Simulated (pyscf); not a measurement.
Thermochemistry of product channels of H₃C–Al(F)–F + hydrogen fluoride (HF) on the singlet surface, in kcal/mol, from CCSD(T)/def2-TZVPP + ΔMP2(QZVPP) energies (ideal gas, 1 atm, RRHO with modes under 100 cm⁻¹ raised to 100, one conformer, R ln 2 for chiral ones without a mode under 150 cm⁻¹). PySCF, gas phase, ωB97X-D3(BJ)/def2-SVP geometries. MP2 and CC: frozen core, UHF for open shells. ΔMP2 is the change of the MP2 total energy from the triple- to the quadruple-zeta basis.

```
products                            ΔE  ΔH(298 K)  ΔG(900 K)  ΔG(1200 K)
-------------------------------  -----  ---------  ---------  ----------
methane (CH₄) + F–Al(F)–F        -40.3      -39.4      -32.9       -30.1
fluoromethane (H₃C–F) + F–AlH–F  +25.3      +25.0      +26.9       +28.2
```

These are energies of the channels, which say nothing of barriers. The CCSD(T) − MP2 part came from Ansatz, without density fitting, on the same reference.
